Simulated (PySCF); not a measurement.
## Cl: ionisation energy

Cl [Ne] 3s2 3p5 (2P) → Cl⁺ [Ne] 3s2 3p4 (3P), as a difference of total energies. Computed with PySCF 2.14 in x2c-TZVPall (5s5p2d1f, 37 functions), with the spin-free X2C one-electron Hamiltonian (Gaussian nucleus). Correlated levels: valence: [Ne] frozen. The calculations carry no spin-orbit coupling.

```csv
method,ionisation energy (eV),error (eV)
UHF,11.760,-1.214
M06-2X,13.001,+0.027
PBE,12.939,-0.035
MP2 (valence),12.698,-0.276
SCS-MP2 (valence),12.694,-0.280
CCSD (valence),12.659,-0.315
CCSD(T) (valence),12.696,-0.278
```

Reference: 12.974 eV (measured; NIST levels, between the centres of gravity of the two terms).

Errors of the correlated levels include the incompleteness of this basis and the frozen core.
